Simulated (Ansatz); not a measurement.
A calculation on zinc-blende HgS (metastable phase) returned lattice constant a 6.039 Å, bulk modulus 50.7 GPa.

For reference: lattice constant a 5.841 Å (measured, 295 K, no zero-point or thermal correction; as tabulated in Cardona et al. (2009), arXiv:0908.2634).

### Question
Which level of theory produced these numbers?
A) PBE+SOC (Ansatz (an electronic-structure program))
B) PBE (Ansatz)
C) PBE-D3(BJ) (Ansatz)
D) B3LYP (VWN-RPA form) (Ansatz)

### Answer
D, B3LYP (VWN-RPA form) (Ansatz)

The others give: PBE-D3(BJ) 5.914 Å, 56.5 GPa; PBE+SOC 5.968 Å, 51.9 GPa; PBE 5.991 Å, 50.3 GPa.

Unless a cell is named, each level is at its own relaxed cell (B3LYP (VWN-RPA form) 27.53, PBE 26.88, PBE+SOC 26.57, PBE-D3(BJ) 25.86 Å³/atom).

Caveats: the cell is over a tenth larger than the published one: the level's own overestimate first of all, though another phase or state, or a fault of the published cell, is possible (B3LYP (VWN-RPA form)). Ansatz's density-functional and Hartree–Fock values are scalar-relativistic unless marked +SOC, with PAW data made under PBE.
